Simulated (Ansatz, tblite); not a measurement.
# Si(vinyl)H3 (C2H6Si): rung by rung

One table from this session's results is given with a row withheld; the runs are named, their logs left out.

Computed with Ansatz 0.2.0, Gaussian basis. Level: as each input shows.

Plan: GFN1-xTB, GFN2-xTB, PBE-D4/def2-TZVP, r2SCAN-D4/def2-TZVP, B97M-V/def2-TZVP, LC-ωPBE/def2-TZVP, HSE06-D4/def2-TZVP, CAM-B3LYP-D4/def2-TZVP, ωB97X-V/def2-TZVP, LDA/def2-TZVP, BLYP-D4/def2-TZVP, LC-ωPBE(0.10)/def2-TZVP, LC-ωPBE(0.15)/def2-TZVP, LC-ωPBE(0.20)/def2-TZVP, LC-ωPBE(0.30)/def2-TZVP, PBE-D4/def2-SVP, PBE0-D4/def2-SVP, HF/6-31G, B3LYP-D4/6-31G, CCSD(T)/def2-TZVPP, MP2/def2-TZVP, RPA/def2-TZVP.

1 further run of the same task is left out (it didn't finish).

## The geometry

The singlet was relaxed beforehand with PBE-D4/def2-TZVP.

9 atoms, charge 0, spin multiplicity 1.

Bond lengths: Si1–C2 1.868 Å, Si1–H7 1.496 Å, Si1–H8 1.498 Å, Si1–H9 1.498 Å, C2–C3 1.340 Å, C2–H4 1.097 Å, C3–H5 1.094 Å, C3–H6 1.094 Å. Angles: C2–Si1–H7 109.2°, C2–Si1–H8 110.8°, C2–Si1–H9 110.8°, H7–Si1–H8 109.3°, H7–Si1–H9 109.3°, H8–Si1–H9 107.4°, Si1–C2–C3 123.5°, Si1–C2–H4 118.4°, C3–C2–H4 118.1°, C2–C3–H5 121.7°, C2–C3–H6 122.2°, H5–C3–H6 116.1°.

PBE0-D4/def2-TZVP was run before; its log isn't repeated, and its numbers join the tables.

The first run:

Tight binding, by tblite at 300 K electronic temperature and without a spin-polarisation term:

```python
tblite.interface.Calculator('GFN1-xTB', numbers, positions, charge=0, uhf=0).singlepoint()
```

Tight binding, by tblite at 300 K electronic temperature and without a spin-polarisation term:

```python
tblite.interface.Calculator('GFN2-xTB', numbers, positions, charge=0, uhf=0).singlepoint()
```

start.molden holds the orbitals of an earlier run on this state, given as this run's starting guess.

File in.yaml:

```yaml
crystal:
  periodic: [false, false, false]
  atoms:
    - {symbol: Si, position_ang: [-0.219114, 0.280339, -1.244743]}
    - {symbol: C, position_ang: [-0.379040, 0.129828, 0.610268]}
    - {symbol: C, position_ang: [0.534721, -0.470499, 1.385156]}
    - {symbol: H, position_ang: [-1.268303, 0.553573, 1.092719]}
    - {symbol: H, position_ang: [1.442996, -0.913099, 0.966030]}
    - {symbol: H, position_ang: [0.418939, -0.548104, 2.470180]}
    - {symbol: H, position_ang: [1.068406, -0.345106, -1.679356]}
    - {symbol: H, position_ang: [-0.239507, 1.717227, -1.666358]}
    - {symbol: H, position_ang: [-1.359098, -0.404148, -1.933906]}
basis:
  gaussian: {orbitals: def2-TZVP, initial_orbitals: start.molden}
hamiltonian: {xc: pbe, dispersion: d4}
scf: {omitted_lower_state_checks: [starts]}
output: {orbitals: {seedname: orbitals}}
```

Command:

```
$ ansatz run in.yaml --threads 4 --pin off --events-out ev --progress --plain --max-ram 3916MiB
```

Steps of the session up to this table: PBE-D4/def2-TZVP; r2SCAN-D4/def2-TZVP; B97M-V/def2-TZVP; LC-ωPBE/def2-TZVP; HSE06-D4/def2-TZVP; CAM-B3LYP-D4/def2-TZVP; ωB97X-V/def2-TZVP; LDA/def2-TZVP; BLYP-D4/def2-TZVP; LC-ωPBE(0.10)/def2-TZVP; LC-ωPBE(0.15)/def2-TZVP; LC-ωPBE(0.20)/def2-TZVP; LC-ωPBE(0.30)/def2-TZVP; PBE-D4/def2-SVP; PBE0-D4/def2-SVP; HF/6-31G; B3LYP-D4/6-31G; CCSD(T)/def2-TZVPP; MP2/def2-TZVP; RPA/def2-TZVP.

One table of the session follows, with a row left open; its other results are not shown here.

```
                  level  HOMO (eV)  gap (eV)
               HF/6-31G     -10.20     14.04
          LDA/def2-TZVP      -7.01      5.25
        PBE-D4/def2-SVP      -6.77      5.41
       PBE-D4/def2-TZVP      -6.86      5.31
      BLYP-D4/def2-TZVP      -6.69      5.29
    r2SCAN-D4/def2-TZVP      -7.08      5.74
       B97M-V/def2-TZVP      -7.11      5.76
         B3LYP-D4/6-31G          ?         ?
       PBE0-D4/def2-SVP      -7.93      7.58
      PBE0-D4/def2-TZVP      -7.97      7.44
     HSE06-D4/def2-TZVP      -7.57      6.66
 CAM-B3LYP-D4/def2-TZVP      -9.29      9.94
      LC-ωPBE/def2-TZVP     -10.72     12.52
      ωB97X-V/def2-TZVP     -10.31     12.04
LC-ωPBE(0.10)/def2-TZVP      -8.33      8.20
LC-ωPBE(0.15)/def2-TZVP      -8.95      9.38
LC-ωPBE(0.20)/def2-TZVP      -9.47     10.34
LC-ωPBE(0.30)/def2-TZVP     -10.23     11.70
```

Estimate the missing values for B3LYP-D4/6-31G.

The run gave: HOMO (eV): -7.45; gap (eV): 7.30. In the column «HOMO (eV)» it lies between HSE06-D4/def2-TZVP (-7.57) and B97M-V/def2-TZVP (-7.11).
